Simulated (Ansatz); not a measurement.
## Scan of HSiC, quartet

Starting geometry (PBE0/def2-TZVP stationary point for this spin, not checked as a minimum):

```yaml
atoms:
  - { symbol: Si, position_ang: [0.0000, -0.0832, 0.5272] }
  - { symbol: C, position_ang: [0.0000, 0.0762, -1.3058] }
  - { symbol: H, position_ang: [0.0000, 1.4109, 0.8685] }
```

From there H3 moves along the line of the two atoms named below, all else staying in place; atoms are numbered as listed. Energies are in kJ/mol, counted from the starting geometry at the same level.

Basis 6-31G; Ansatz 0.2.0. Only valence electrons are correlated (noble-gas cores frozen). R marks a restricted (for open shells ROHF) determinant, U an unrestricted one. Active spaces: valence = (9e, 9o) chosen from the atoms' valence shells.

Unrestricted rows (U) aren't spin-pure: their determinants' ⟨S²⟩ exceeds S(S+1) by up to 0.68, so they mix in states of higher spin. Coupled cluster chose its determinant by trial CCSD, here up to 0.68 eV above the lowest Hartree–Fock solution of its kind, and MP2 stands on that determinant too. Runs in a small pair space aren't shown, since their orbitals change along the scan. A value is left out where its run failed or describes another state than the reference as far as symmetry and spin tell, or, spin-broken singlets apart, can't be checked.

Full CI is exact within this basis and frozen core; it isn't the basis-set limit. The frozen core follows each run's orbitals, which can shift R against U totals by a few meV.

```
distance Si1-H3 (Å)  full CI  unpaired electrons (full CI)  error RMP2  error RCCSD(T)  error UCCSDT  error RCCSDT(Q)  error NEVPT2 (valence space)  error NEVPT4(SD) (valence space)
              1.232    123.6                          3.06        -4.6             0.0           0.0              0.0                           1.6                               0.5
              1.345     45.8                          3.06        -3.4            -0.1           0.0              0.0                           1.0                               0.4
              1.533      0.0                          3.07         0.0             0.0           0.0              0.0                           0.0                               0.0
              1.669      1.5                          3.07         3.8             0.2           0.0              0.0                          -0.7                              -0.2
              1.855     23.7                          3.09        11.4             0.6           0.2              0.0                          -1.3                              -0.4
              2.117     64.8                          3.15        28.0             1.6           0.7              0.2                          -1.7                              -0.6
              2.418    101.9                          3.24           –             2.7           1.3              0.5                          -1.6                              -0.5
              2.818    121.3                          3.27        10.2             3.0           2.0              0.6                          -1.4                              -0.1
              3.335    123.6                          3.26         5.8             3.0           2.5              0.5                          -2.1                              -0.4
              4.087    122.9                          3.26         5.4             3.0           2.7              0.5                          -2.3                              -0.5
              5.103    122.9                          3.26         5.4             3.1           2.8              0.5                          -2.3                              -0.6
```

Unpaired electrons are Σ n²(2−n)² over natural occupations. Errors are those of relative energies. In total energy the starting point itself misses full CI by: RMP2 90.4, RCCSD(T) 4.1, UCCSDT 0.8, RCCSDT(Q) 0.2, NEVPT2 (valence space) 30.7, NEVPT4(SD) (valence space) 4.7 kJ/mol.

Spread of the error over the points with a reference, to 5.103 Å (largest less smallest): RCCSDT(Q) 0.6, NEVPT4(SD) (valence space) 1.1, UCCSDT 2.8, RCCSD(T) 3.1, NEVPT2 (valence space) 3.9, RMP2 32.6 (10 of 11 points) kJ/mol.

Going outwards, the relative energy of RMP2 first misses by more than 4.2 kJ/mol (1 kcal/mol) at 1.855 Å.
